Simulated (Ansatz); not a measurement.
## Ligand exchange: MgH(NH2) + C2H2O → MgH(OH) + C2H3N

Species: MgH(NH2), singlet; C2H2O (ethynol) `C#CO`, singlet; MgH(OH), singlet; C2H3N `C#CN`, singlet. The partners trade NH2 for OH: Mg–NH2 and C–OH bonds give way to Mg–OH and C–NH2.

Shapes, held fixed at every level: PBE0-D4/def2-TZVP. Programs: Ansatz 0.2.0. The zero-point and thermal change to 298 K, harmonic and unscaled (PBE0-D4/def2-TZVP), is +3.1 kJ/mol.

```csv
level,kind,ΔH(298 K) (kJ/mol),less CCSD(T)/def2-TZVPP
PBE-D4/def2-TZVPP,GGA,-95.6,+1.9
wB97M-V/def2-TZVPP,range-separated hybrid,-99.8,-2.3
wB97X-V/def2-TZVPP,range-separated hybrid,-100.5,-3.0
B2PLYP/def2-TZVPP,double hybrid,-102.5,-5.0
CCSD(T)/def2-SVP,coupled cluster or CI,-102.6,-5.1
CCSD/def2-SVP,coupled cluster or CI,-104.6,-7.1
CCSD(T)/def2-TZVPP,coupled cluster or CI,-97.5,0.0
```

The highest level, CCSD(T)/def2-TZVPP, gives ΔH(298 K) = -97.5 kJ/mol; the levels span -104.6 to -95.6. The column of differences is taken from that level and isn't an error. No measured value is set beside it here. Correlated rows may include outer-core shells of Mg, which these sets cover unevenly.
